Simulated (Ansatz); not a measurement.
C₂H₄OS, SMILES `CC(O)=S`, relaxed with RKS PBE0-D4/def2-TZVP in the Gaussian-basis code of Ansatz from a PBE-D4/def2-SVP geometry. The force threshold is 0.005 eV/Å; the program also tests the step.

Charge 0, multiplicity 1.

Start:

```xyz
8

C     0.333    0.435    0.818
C     0.030   -0.289   -0.461
O    -1.280   -0.234   -0.761
S     1.125   -1.065   -1.420
H    -0.286    0.020    1.641
H     0.050    1.504    0.717
H     1.402    0.356    1.074
H    -1.374   -0.727   -1.609
```

```tsv
step	energy (eV)	largest force (eV/Å)	largest move (Å)
1	-15015.2012	0.863	0.000
2	-15015.2359	0.358	0.017
3	-15015.2411	0.043	0.009
4	-15015.2413	0.027	0.004
5	-15015.2414	0.018	0.010
6	-15015.2415	0.002	0.005
7	-15015.2415	0.004	0.006
```

End:

```xyz
8

C     0.331    0.432    0.811
C     0.038   -0.289   -0.458
O    -1.257   -0.219   -0.762
S     1.119   -1.073   -1.387
H    -0.267    0.003    1.619
H     0.030    1.479    0.711
H     1.386    0.371    1.057
H    -1.380   -0.704   -1.592
```

Run time 24 s (2 threads of an Arm Neoverse V1 on a shared host); peak host memory 0.3 GiB.
